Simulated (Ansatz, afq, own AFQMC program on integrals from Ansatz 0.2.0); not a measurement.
## AFQMC, coupled cluster and functionals along a coordinate of SiH4 + CH$_{2}$, triplet

| atom | x (Å) | y (Å) | z (Å) |
| --- | --- | --- | --- |
| Si | -0.9103 | 0.0000 | 0.0000 |
| H | -1.4051 | 1.3997 | 0.0000 |
| H | -1.4051 | -0.6999 | 1.2122 |
| H | -1.4051 | -0.6999 | -1.2122 |
| H | 0.5743 | 0.0000 | 0.0000 |
| C | 2.0247 | 0.0000 | 0.0000 |
| H | 2.4392 | 0.0000 | 0.9962 |
| H | 2.4392 | 0.0000 | -0.9962 |

A hydrogen atom is moved from one rigid fragment to the other; the Si1–H5 distance tells how far. The two fragments are held close together, so this isn't a minimum-energy path and the start is a compressed complex. Energies in kJ/mol count from this geometry (1.485 Å) at the same level; the start stands on UHF, each point on the determinant named.

Basis cc-pVDZ. Noble-gas cores (and the filled d shells of Ga–Kr and In–Xe) are frozen. Ansatz 0.2.0 and our own AFQMC program on the same integrals; the CISD trial comes from CCSD amplitudes, and released means the phaseless constraint is let go. Error bars are statistical, one sigma.

Cautions, each for one point or more: lower spins were not checked.

```
r(Si1–H5) / Å  det.     T1  weight  ⟨S²⟩  CCSD(T)  ph-AFQMC/CISD  released AFQMC  CCSDT(Q)     HF   PBE0
        1.588   UHF  0.015    0.87  2.04    -16.1    -16.7 ± 0.4     -17.1 ± 0.6     -16.3   -7.0  -20.8
        1.639   UHF  0.014    0.87  2.04    -24.6    -24.2 ± 0.4     -25.5 ± 0.5     -24.8  -12.7  -30.4
        1.691   UHF  0.014    0.87  2.04    -33.6    -33.6 ± 0.4     -34.5 ± 0.5     -33.7  -20.3  -39.8
        1.742   UHF  0.013    0.87  2.03    -41.8    -42.4 ± 0.4               –     -41.8  -28.8  -47.6
        1.845   UHF  0.012    0.87  2.02    -48.8    -49.0 ± 0.5     -48.9 ± 0.5     -48.6  -40.3  -53.1
```

Weight is that of the determinant in the CISD state; at the start T1 is 0.015 and the weight 0.87, and ⟨S²⟩ is 2.03. A dash marks a missing value, a released energy that hasn't settled or a functional that sits on another state. Largest departures from CCSDT(Q), at the points where its series has closed: CCSD(T) -0.2 kJ/mol at 1.845 (on UHF), ph-AFQMC/CISD -0.6 kJ/mol at 1.742 (on UHF) (within the noise), released AFQMC -0.9 kJ/mol at 1.588 (on UHF) (within the noise), HF 13.4 kJ/mol at 1.691 (on UHF), PBE0 -6.1 kJ/mol at 1.691. Functionals count only at points shown to share the start's state and spin. In this small basis the wave-function levels are far from their limit, so their gap to the functionals isn't the functionals' error.

Some points may be missing: those where a free walk finds a much lower state, and past Zn most of those on another determinant than at the start.

A walk keeps the symmetry of its determinant, which the program's search chose and which needn't be the lowest solution, so a lower state of the same spin and another symmetry isn't excluded. Released energies are given only where the last usable release times agree within the noise; a slower fall can still hide under it.
